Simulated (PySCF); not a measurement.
## How methods differ on the ionisation energy of Be

Be [He] 2s2 (1S) → Be+ [He] 2s1 (2S), as a difference of total energies. All numbers are calculated (PySCF 2.14, the non-relativistic Hamiltonian (point nucleus), in def2-QZVPPD (7s4p2d1f, 36 functions)). Correlated levels: valence and next inner shell: nothing frozen. The calculations carry no spin-orbit coupling.

```
                                method  ionisation energy (eV)
                                   UHF                   8.043
    MP2 (valence and next inner shell)                   8.829
SCS-MP2 (valence and next inner shell)                   8.979
   CCSD (valence and next inner shell)                   9.282
CCSD(T) (valence and next inner shell)                   9.291
  CCSDT (valence and next inner shell)                   9.291
```

Q: How much does correlation contribute at CCSD(T) (valence and next inner shell)?

A: 9.291 − (8.043) = 1.248 eV, measured against UHF.

Errors of the correlated levels include the incompleteness of this basis.

For comparison: 9.323 eV (measured; NIST Atomic Spectra Database, ionization energies).
